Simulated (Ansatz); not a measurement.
Start from `[SiH3]C=S` and change one atom or group to get `C=S`.

Ansatz, PBE0-D4/def2-TZVP geometries, multiplicity 1. 

```json
{"property": "HOMO energy (ωB97M-V/def2-TZVPP) / eV", "`[SiH3]C=S`": "-8.68"}
{"property": "HOMO–LUMO gap (ωB97M-V/def2-TZVPP) / eV", "`[SiH3]C=S`": "8.06"}
{"property": "HOMO–LUMO gap (B3LYP/def2-TZVPP) / eV", "`[SiH3]C=S`": "3.28"}
{"property": "zero-point energy (PBE0-D4/def2-TZVP) / kJ/mol", "`[SiH3]C=S`": "106.6"}
{"property": "size of the dipole moment (ωB97M-V/def2-TZVPP) / D", "`[SiH3]C=S`": "1.46"}
{"property": "LUMO energy (B3LYP/def2-TZVPP) / eV", "`[SiH3]C=S`": "-2.98"}
```

Task: What does the change do to each property? (An estimate is asked.)

Result: Ansatz gave: 
```json
{"property": "HOMO energy (ωB97M-V/def2-TZVPP) / eV", "`C=S`": "-8.89", "shift": "-0.21"}
{"property": "HOMO–LUMO gap (ωB97M-V/def2-TZVPP) / eV", "`C=S`": "8.61", "shift": "0.55"}
{"property": "HOMO–LUMO gap (B3LYP/def2-TZVPP) / eV", "`C=S`": "3.72", "shift": "0.44"}
{"property": "zero-point energy (PBE0-D4/def2-TZVP) / kJ/mol", "`C=S`": "65.1", "shift": "-41.5"}
{"property": "size of the dipole moment (ωB97M-V/def2-TZVPP) / D", "`C=S`": "1.68", "shift": "0.22"}
{"property": "LUMO energy (B3LYP/def2-TZVPP) / eV", "`C=S`": "-2.74", "shift": "0.24"}
```

With PBE0 the HOMO falls by 0.20 eV and the LUMO rises by 0.27 eV, so the gap widens by about 0.47 eV. PBE moves the HOMO by -0.16 eV and ωB97M-V by -0.21 eV. The zero-point energy changes by -41.5 kJ/mol with -9 modes. Dipoles are sizes alone; their direction can turn.

B3LYP here is the variant with VWN-RPA as its local correlation; programs differ in this.
